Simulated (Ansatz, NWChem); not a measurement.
BPH6 (SMILES [BH3-][PH3+]): the HOMO–LUMO gap, rung by rung

The species is BPH6 (8 atoms), meant as a singlet with charge 0. As SMILES, `[BH3-][PH3+]`. The shape is that of a PBE0-D4/def2-TZVP optimisation.

Each level gives the HOMO–LUMO gap (eV). The values are calculated.

```csv
level,kind,program,value (eV),CPU time
HF/def2-SVPD,Hartree–Fock,NWChem,14.03,11 s
revPBE/def2-SVPD,GGA,Ansatz,6.66,6.2 s
M06-L/def2-SVPD,meta-GGA,NWChem,7.41,35 s
r2SCAN/def2-SVPD,meta-GGA,NWChem,7.53,28 s
PBE0/def2-SVPD,global hybrid,Ansatz,8.69,7.5 s
wB97X/def2-SVPD,range-separated hybrid,NWChem,12.98,57 s
B2PLYP/def2-SVPD,double hybrid,Ansatz,10.67,11 s
PBE-QIDH/def2-SVPD,double hybrid,Ansatz,12.07,9.2 s
```

The values span 6.66 to 14.03 eV. Orbital gaps aren't excitation energies, and those of double hybrids come from the SCF part alone; they tend to grow with the share of exact exchange. Times are those of the runs behind each value, whatever else they computed, on shared processors of several kinds: orders of magnitude only.
